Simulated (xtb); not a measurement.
Input file for xtb: GFN-FF on CH4 (SMILES C).

```
$ xtb mol.xyz --gfnff --sp --chrg 0 --uhf 0
5

C      0.00000000     0.00000000     0.00000000
H      0.00000000     1.08744517     0.00000000
H     -0.51262657    -0.36248173     0.88789526
H     -0.51262657    -0.36248173    -0.88789526
H      1.02525314    -0.36248173     0.00000000
```

The log:

```
[...]
           -------------------------------------------------
          |                Calculation Setup                |
           -------------------------------------------------



          ==================== Thresholds ====================
          CN  :   150.00000
          rep :   500.00000
          disp:  2500.00000
          HB1 :   250.00000
          HB2 :   450.00000

          Pauling EN used:
          Z : 1  EN :  2.20
          Z : 6  EN :  2.55
          electric field strengths (au): 0.000

           -------------------------------------------------
          |           Force Field Initialization            |
           -------------------------------------------------

          distances ...
          ----------------------------------------
          generating topology and atomic info file ...
          pair mat ...
          computing topology distances matrix with Floyd-Warshall algo ...
          making topology EEQ charges ...
          #fragments for EEQ constrain: 1
          ----------------------------------------
          generating topology and atomic info file ...
          pair mat ...
          computing topology distances matrix with Floyd-Warshall algo ...
          making topology EEQ charges ...
          #fragments for EEQ constrain: 1
          rings ...
          # BATM   0
          # H in HB   0

  atom   neighbors  erfCN metchar sp-hybrid imet pi  qest     coordinates
    1  C       4    3.49   0.00         3    0    0  -0.074    0.000000    0.000000    0.000000
    2  H       1    0.97   0.00         0    0    0   0.018    0.000000    2.054974    0.000000
    3  H       1    0.97   0.00         0    0    0   0.018   -0.968724   -0.684991    1.677879
    4  H       1    0.97   0.00         0    0    0   0.018   -0.968724   -0.684991   -1.677879
    5  H       1    0.97   0.00         0    0    0   0.018    1.937448   -0.684991    0.000000

          #atoms :   5
          #bonds :   4
          #angl  :   6
          #tors  :   0
          #nmol  :   1
          #optfrag :   1
           -------------------------------------------------
          |                   G F N - F F                   |
          |          A general generic force-field          |
          |                  Version 1.0.3                  |
           -------------------------------------------------
          Number of HB bonds (bound hydrogen)     0
          Number of HB bonds (unbound hydrogen)   0
          Number of XB bonds                      0

 E+G (total)                   0 d,  0 h,  0 min,  0.000 sec
 distance/D3 list               ...        0 min,  0.000 sec (  0.949%)
 non bonded repulsion           ...        0 min,  0.000 sec ( 16.719%)
 dCN                            ...        0 min,  0.000 sec (  5.412%)
 EEQ energy and q               ...        0 min,  0.000 sec ( 16.098%)
 D3                             ...        0 min,  0.000 sec ( 13.836%)
 EEQ gradient                   ...        0 min,  0.000 sec (  6.379%)
 bonds                          ...        0 min,  0.000 sec (  7.854%)
 bend and torsion               ...        0 min,  0.000 sec (  9.577%)
 bonded ATM                     ...        0 min,  0.000 sec (  0.717%)
 HB/XB (incl list setup)        ...        0 min,  0.000 sec ( 14.204%)

         :::::::::::::::::::::::::::::::::::::::::::::::::::::
         ::                     SUMMARY                     ::
         :::::::::::::::::::::::::::::::::::::::::::::::::::::
         :: total energy              -0.630873760749 Eh    ::
         :: gradient norm              0.000345233183 Eh/a0 ::
         ::.................................................::
Note: The following floating-point exceptions are signalling: IEEE_UNDERFLOW_FLAG IEEE_DENORMAL
normal termination of xtb
         :: bond energy               -0.655097406530 Eh    ::
         :: angle energy               0.000067701398 Eh    ::
         :: torsion energy             0.000000000000 Eh    ::
         :: repulsion energy           0.026369543410 Eh    ::
         :: electrostat energy        -0.001562882345 Eh    ::
         :: dispersion energy         -0.000650716681 Eh    ::
         :: HB energy                  0.000000000000 Eh    ::
         :: XB energy                  0.000000000000 Eh    ::
         :: bonded atm energy          0.000000000000 Eh    ::
         :: external energy            0.000000000000 Eh    ::
         :: add. restraining           0.000000000000 Eh    ::
         :: total charge               0.000000000000 e     ::
         :::::::::::::::::::::::::::::::::::::::::::::::::::::

           -------------------------------------------------
          |                Property Printout                |
           -------------------------------------------------

molecular dipole:
                 x           y           z       tot (Debye)
 q only:       -0.000      -0.000       0.000       0.000

           -------------------------------------------------
          | TOTAL ENERGY               -0.630873760749 Eh   |
          | GRADIENT NORM               0.000345233183 Eh/α |
           -------------------------------------------------
########################################################################
[WARNING] Runtime exception occurred
-1- gfnff_setup: Could not read topology file.
########################################################################

------------------------------------------------------------------------
------------------------------------------------------------------------
 total:
 SCF:
```

The run finished.

Cost: about 0.020 core-seconds (a rough figure).
